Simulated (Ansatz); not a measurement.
Reaction (SMILES): [O]N=O → N atom + 2 O atom
B3LYP-D3(BJ)/def2-TZVP geometries, fixed; electronic energies without zero-point terms.
Largest species:
```
N
O 1 1.1906
O 1 1.1906 2 134.41
```
Charge 0, spin multiplicity 2.

Basis-set convergence of the atomisation energy at wB97M-V with Ansatz (a quantum-chemistry and plane-wave program). All functions are spherical. The program fits the integrals of some runs and decomposes those of others, by size. Open shells are unrestricted. The functional holds VV10 correlation; no added dispersion term, no relativity. Functions are those of the species that has most. Reference: the value in aug-pcseg-3, 230.25 kcal/mol, itself unsure by roughly 0.35 kcal/mol (its mean distance from aug-cc-pVQZ, cc-pV5Z, def2-QZVPPD).

```
basis              functions  atomisation energy (kcal/mol)
-----------------  ---------  -----------------------------
pcseg-0                   27                     (withheld)
cc-pVDZ                   42                     (withheld)
def2-SVP                  42                         235.05
pcseg-1                   42                         222.07
6-311G**                  54                     (withheld)
aug-pcseg-1               69                     (withheld)
6-311++G(2d,2p)           81                         225.85
cc-pVTZ                   90                         229.51
6-311++G(3df,3pd)        117                         230.92
jun-cc-pV(T+d)Z          117                         228.23
def2-QZVPPD              195                         229.66
aug-cc-pVQZ              240                         229.97
cc-pV5Z                  273                         230.05
```

Q: Complete the blanks.

A: 
- pcseg-0, atomisation energy (kcal/mol): 156.23
- cc-pVDZ, atomisation energy (kcal/mol): 227.47
- 6-311G**, atomisation energy (kcal/mol): 224.80
- aug-pcseg-1, atomisation energy (kcal/mol): 226.70
